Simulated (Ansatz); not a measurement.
System: zinc-blende HgTe. Method: PBEsol in Ansatz (PAW).

Run with plane-wave cutoff 520 eV, 20×20×20 k mesh, Fermi–Dirac smearing 0.05 eV, scalar-relativistic PAW data made under PBE.

Computed at the level's own relaxed cell.

Elastic tensor (GPa, Voigt notation, ions relaxed):

```
   52.8    36.8    36.8     0.0     0.0     0.0
   36.8    52.8    36.8     0.0     0.0     0.0
   36.8    36.8    52.8     0.0     0.0     0.0
    0.0     0.0     0.0    21.1     0.0     0.0
    0.0     0.0     0.0     0.0    21.1     0.0
    0.0     0.0     0.0     0.0     0.0    21.1
```

Worked from these constants: the tetragonal shear constant is C′ = (C11 − C12)/2 = 8.0 GPa against C44 = 21.1 GPa, so the tetragonal shear is the softer. The Zener ratio C44/C′ is 2.64 (1 for an isotropic solid), and the Cauchy pressure C12 − C44 is 15.7 GPa. With C11 + 2C12 = 126.4 GPa all three Born conditions hold; they don't test modes at the zone boundary.

Measured, for comparison: elastic constant C11 53.6 GPa, elastic constant C12 36.6 GPa, elastic constant C44 21.2 GPa (temperature not stated, not corrected to a static lattice; as tabulated in Oses et al. (2018), arXiv:1811.08464). Computed (rounded) less measured: elastic constant C11 -1 %, elastic constant C12 +0.5 %, elastic constant C44 -0.5 %.

Note: the solid has no gap at this level, which affects its response.

Spin–orbit coupling is not included; it can shift volumes and moduli of such heavy elements.

Computed values are for the static lattice.

Ansatz is a program for electronic structure.
